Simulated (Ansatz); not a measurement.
# SiF+ (triplet): from Hartree-Fock to the top rungs at distance Si1–F2 = 2.163 Å, 6-31G

One table from this session's results is given with a row withheld; the runs are named, their logs left out.

The runs use Ansatz 0.2.0, Gaussian basis; 6-31G, core rule «outside noble gas», up to 6 orbitals frozen.

Plan: UHF; CCSD(T) on ROHF; CCSD(T) on UHF; BCCD(T) on ROHF; CISD; CCSDT(Q) on ROHF; CCSDT(Q) on UHF; CISDTQ; CCSDTQ on ROHF; CCSDTQ on UHF; CASSCF and MRCISD+Q, 4 electrons in 4 orbitals; CASSCF and NEVPT2, 4 electrons in 4 orbitals; CASSCF and MRCISD+Q, 10 electrons in 8 orbitals; CASSCF and MRCISD+Q(relaxed), 10 electrons in 8 orbitals; CASSCF and NEVPT2, 10 electrons in 8 orbitals; Full CI.

29 further runs of the same task are left out: 9 for a known fault of the program, 14 that didn't finish, 6 set aside as unsound or not needed.

## What is computed

The geometry derives from a PBE0/def2-TZVP stationary point (not a proven minimum). One bond is set to the value named and the two fragments are kept rigid.

2 atoms, charge 1, spin multiplicity 3.

Atoms are counted from 1 here; the program's logs count them from 0.

No contacts short enough for the rule that draws bonds.

Set-up of the first run:

Contents of in.yaml:

```yaml
crystal:
  periodic: [false, false, false]
  atoms:
    - {symbol: Si, position_ang: [0.000000, 0.000000, 0.000000]}
    - {symbol: F, position_ang: [0.000000, 0.000000, 2.163000]}
basis:
  gaussian: {orbitals: 6-31G}
total_charge: 1
magnetization: {spin_polarized: true, initial_magnetization: 2}
hamiltonian: {xc: hf}
output: {orbitals: {seedname: orbitals}}
```

Launch:

```
> ansatz run in.yaml --threads 1 --pin off --events-out ev --progress --plain --max-ram 2393MiB
```

Steps of the session up to this table: UHF; CCSD(T) on ROHF; CCSD(T) on UHF; BCCD(T) on ROHF; CISD; CCSDT(Q) on ROHF; CCSDT(Q) on UHF; CISDTQ; CCSDTQ on ROHF; CCSDTQ on UHF; CASSCF and MRCISD+Q, 4 electrons in 4 orbitals; CASSCF and NEVPT2, 4 electrons in 4 orbitals; CASSCF and MRCISD+Q, 10 electrons in 8 orbitals; CASSCF and MRCISD+Q(relaxed), 10 electrons in 8 orbitals; CASSCF and NEVPT2, 10 electrons in 8 orbitals; Full CI.

One table of the session follows, with a row left open; its other results are not shown here.

It belongs to the step «Misses and costs». 

| method | from FCI (meV) |
| --- | --- |
| ROHF | +3339.6 |
| UHF | +3311.5 |
| RMP2 | +581.1 |
| UMP2 | +571.7 |
| CISD | +222.2 |
| RCCSD | +84.3 |
| UCCSD | +84.0 |
| RCCSD(T) | +53.9 |
| UCCSD(T) | +53.5 |
| BCCD(T) | +53.2 |
| RCCSDT | +16.7 |
| UCCSDT | +16.3 |
| CISDTQ | ? |
| RCCSDT(Q) | +2.7 |
| UCCSDT(Q) | +2.0 |
| RCCSDTQ | +1.1 |
| UCCSDTQ | +0.8 |
| FCI | 0 |

**Question.** Estimate the row for CISDTQ.

The run gave: from FCI (meV): +33.8. In the column «from FCI (meV)» it lies between RCCSDT (+16.7) and BCCD(T) (+53.2).

Left out of the table: CASSCF pair, NEVPT2 pair, MRCISD pair, MRCISD+Q pair, CASSCF valence, NEVPT2 valence, MRCISD valence, MRCISD+Q valence (the active space lost an orbital or holds another state than full CI finds).

To keep in mind: The report flags that the cluster equations may have other roots. Left out of the table: MRCISD+Q(relaxed) valence (another determinant or state than the rows shown). The program flags RCCSDT(Q), UCCSDT(Q), RCCSDTQ, UCCSDTQ as in doubt, so those rows may rest on another solution; read them beside their warnings. Levels on UHF freeze UHF's core orbitals, full CI those of ROHF, so the U rows can settle a little off it for that reason alone. Restricted and unrestricted rows rest on different reference determinants; where their highest levels disagree by more than a few hundredths of an eV, they describe different states and don't form one ladder.
